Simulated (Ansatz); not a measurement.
Geometry optimisation, Ansatz 0.2.0, RKS PBE/def2-SVP.

The input (input.yaml):

```yaml
crystal:
  periodic: [false, false, false]
  atoms:
    - { symbol: Si, position_ang: [0.0, 0.0, 0.0] }
    - { symbol: H, position_ang: [0.0, 0.0, 1.81] }
    - { symbol: H, position_ang: [1.3768, 0.0, -0.4862] }
    - { symbol: H, position_ang: [-0.6877, 1.1914, -0.4862] }
    - { symbol: H, position_ang: [-0.6877, -1.1914, -0.4862] }
    - { symbol: F, position_ang: [-1.7936, 0.0, 0.596] }
    - { symbol: H, position_ang: [-0.9735, 0.0, 1.693] }
basis:
  gaussian: { orbitals: def2-SVP }
hamiltonian:
  xc: pbe
relax:
  f_tol: 0.15
  max_steps: 25
  restrain:
    - { distance: [0, 5], at: 1.59, k: 30.0 }
    - { distance: [6, 1], at: 0.66, k: 30.0 }
    - { distance: [0, 1], at: 2.66, k: 30.0 }
    - { distance: [6, 5], at: 2.12, k: 30.0 }
```

Launched with:

```bash
$ ansatz run input.yaml --threads 1 --pin off --max-ram 2048MiB --backend cpu --events-out ev --progress --plain --runs-dir out
```

Where does it end, and by what steps?

The run converged. The restraints hold the end off the free minimum; the threshold counts their pulls, which the force column leaves out. Restrained pairs: Si1–F6 (1.89 → 1.62 Å), H2–H7 (0.98 → 0.72 Å), Si1–H2 (1.81 → 2.68 Å), F6–H7 (1.37 → 2.13 Å). After 7 steps the energy has fallen by 3.184 eV (the restraints' own energy left out); H3 moved furthest, 0.94 Å.

| step | energy less start (eV) | largest force component (eV/Å) | accepted |
| --- | --- | --- | --- |
| 0 | 0.0000 | 3.026 | yes |
| 1 | -0.1069 | 2.288 | yes |
| 2 | -0.4205 | 2.949 | yes |
| 3 | -1.3851 | 2.724 | yes |
| 4 | -2.2157 | 2.047 | yes |
| 5 | -2.7724 | 1.383 | yes |
| 6 | -3.1036 | 1.235 | yes |
| 7 | -3.1839 | 1.914 | yes |

```xyz
7
Properties=species:S:1:pos:R:3
Si -0.460 0.000 -0.399
H 0.171 0.000 2.201
H 0.863 0.000 0.304
H -0.557 1.238 -1.246
H -0.557 -1.238 -1.246
F -1.706 0.000 0.630
H -0.521 0.000 2.398
```

The run took 6.2 s on 1 thread of Intel(R) Xeon(R) 6975P-C (Granite Rapids), on a shared host, peak memory 0.12 GiB.
